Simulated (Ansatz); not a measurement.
The input, for Ansatz 0.2.0:

```yaml
crystal:
  periodic: [false, false, false]
  atoms:
    - {symbol: Si, position_ang: [-0.014893, -0.394753, 1.815293]}
    - {symbol: P, position_ang: [-0.015727, 0.676743, 0.010139]}
    - {symbol: Si, position_ang: [0.032237, -0.351586, -1.826475]}
basis:
  gaussian: {orbitals: cc-pVDZ, fitting: {mean_field: def2-universal-jkfit}}
magnetization: {spin_polarized: true, initial_magnetization: 1}
correlation: {method: ccsd_t, electrons: outside_noble_gas}
accuracy: high
scf: {lower_state_search: full}
```

```sh
$ ansatz run in.yaml --threads 1 --pin off --events-out ev --progress --plain --max-ram 2393MiB
```

Log:

```
384 factors; integrals over basis functions are off by at most 1.6e-2 eV
mean field evaluation 1: about -24992.9048 eV, gradient 8.5e0 eV
mean field evaluation 2: about -24993.6662 eV, gradient 5.2e0 eV
mean field evaluation 4: about -24994.1492 eV, gradient 1.3e0 eV
mean field evaluation 8: about -24994.2676 eV, gradient 4.6e-5 eV
mean field evaluation 16: about -24994.2660 eV, gradient 1.3e-1 eV
mean field evaluation 32: about -24994.2676 eV, gradient 1.5e-4 eV
mean field evaluation 64: about -24994.0424 eV, gradient 1.5e0 eV
mean field evaluation 96: about -24994.2669 eV, gradient 6.9e-2 eV
mean field evaluation 128: about -24992.1365 eV, gradient 1.2e0 eV
mean field evaluation 160: about -24993.6516 eV, gradient 4.5e0 eV
...
mean field -24994.26761256 eV, -918.5223930384 hartree, gradient 1.2e-8 eV, S^2 1.055331; 29 other end points of the search recorded, 0 dependent functions left out
determinant -24994.26761256 eV, -918.5223930384 hartree, with singles and doubles -25002.06642605 eV, -918.8089941482 hartree
determinant -24993.83622362 eV, -918.5065397874 hartree, with singles and doubles -25001.62885986 eV, -918.7929138872 hartree
determinant -24993.68394560 eV, -918.5009436733 hartree, with singles and doubles -25001.56329694 eV, -918.7905044942 hartree
determinant -24993.66162173 eV, -918.5001232863 hartree, with singles and doubles -25001.54270138 eV, -918.7897476213 hartree
determinant -24993.18710923 eV, -918.4826852737 hartree, with singles and doubles -25001.27430847 eV, -918.7798843640 hartree
determinant -24991.96062762 eV, -918.4376129059 hartree, with singles and doubles -24998.94515024 eV, -918.6942893778 hartree
determinant -24991.95228487 eV, -918.4373063154 hartree, with singles and doubles -24998.94507067 eV, -918.6942864536 hartree
determinant -24991.95166078 eV, -918.4372833804 hartree, with singles and doubles -24998.94405243 eV, -918.6942490340 hartree
determinant -24991.63944972 eV, -918.4258098357 hartree, with singles and doubles -24999.11626179 eV, -918.7005776112 hartree
determinant -24991.46539443 eV, -918.4194134216 hartree, with singles and doubles -24999.02752732 eV, -918.6973166797 hartree
determinant -24991.28450199 eV, -918.4127657473 hartree, with singles and doubles -24999.85032506 eV, -918.7275539389 hartree
determinant -24994.26761256 eV, -918.5223930384 hartree, with singles and doubles -25002.07226028 eV, -918.8092085520 hartree
determinant -24993.83622362 eV, -918.5065397874 hartree, with singles and doubles -25001.63953203 eV, -918.7933060823 hartree
determinant -24993.68394560 eV, -918.5009436733 hartree, with singles and doubles -25001.59734622 eV, -918.7917557822 hartree
determinant -24993.66162173 eV, -918.5001232863 hartree, with singles and doubles -25001.58069285 eV, -918.7911437820 hartree
15 core orbitals not correlated: weight in the atoms' cores, before any rotation towards them, 1.000 or more for the frozen orbitals, at most 0.000 for the correlated occupied ones
reference -24994.26761256 eV, -918.5223930384 hartree; 7, 6 occupied and 32, 33 virtual orbitals, 384 factors
second order -6.54906197 eV of doubles, -0.00000000 eV of singles
...
cycle   7  -7.80464801 eV  change   -8.8e-9 eV  update   7.8e-8
cycle   8  -7.80464803 eV  change   -2.1e-8 eV  update   5.3e-8
cycle   9  -7.80464823 eV  change   -1.9e-7 eV  update   1.2e-7
cycle  10  -7.80464826 eV  change   -3.0e-8 eV  update   4.7e-8
cycle  11  -7.80464828 eV  change   -2.2e-8 eV  update   2.3e-8
cycle  12  -7.80464828 eV  change  -7.9e-11 eV  update   1.3e-8
cycle  13  -7.80464828 eV  change   -1.2e-9 eV  update   7.5e-9
cycle  14  -7.80464828 eV  change    1.1e-9 eV  update   4.1e-9
cycle  15  -7.80464828 eV  change   9.9e-11 eV  update   2.1e-9
cycle  16  -7.80464828 eV  change  -1.4e-10 eV  update   1.0e-9
perturbative correction -0.46276656 eV, -0.0170063573 hartree
Total energy: -25002.53502739 eV, -918.8262149297 hartree
```

The T1 diagnostic is 0.052.

Ran on 1 thread of AMD EPYC 9R45, shared host: 17 s wall, 0.16 GiB peak host memory.
